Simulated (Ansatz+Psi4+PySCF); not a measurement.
## doublet C2H4(+): levels of theory in one basis

```xyz
6

C    -0.3131    0.2123    0.6263
C     0.9131    0.3877   -0.0263
H    -0.9106    1.0591    0.9473
H    -0.7085   -0.7765    0.8337
H     1.5018    1.2894    0.1060
H     1.3173   -0.3720   -0.6871
```

Basis set: cc-pVTZ (spherical functions). Left uncorrelated: 2 orbitals. Correlation on ROHF uses semicanonical orbitals with singles. Charge 1, multiplicity 2.

Computed with Ansatz (development build ahead of 0.2.0); each method stands on the lowest determinant of its kind that the runs found.

```tsv
method	E − E(ROHF) (eV)	<S²> of the determinant
ROHF	0.00	0.75
UHF	-0.09	0.76
ROHF-MP2	-7.56	–
UHF-MP2	-7.56	0.76
ROHF-CCSD	-8.41	–
UHF-CCSD	-8.42	0.76
```

Q: What does ROHF-CCSD(T) give on the same scale?

A: -8.69 eV.

Caution for ROHF-MP2, UHF-MP2: MP2 on this radical cation hangs on the determinant chosen.
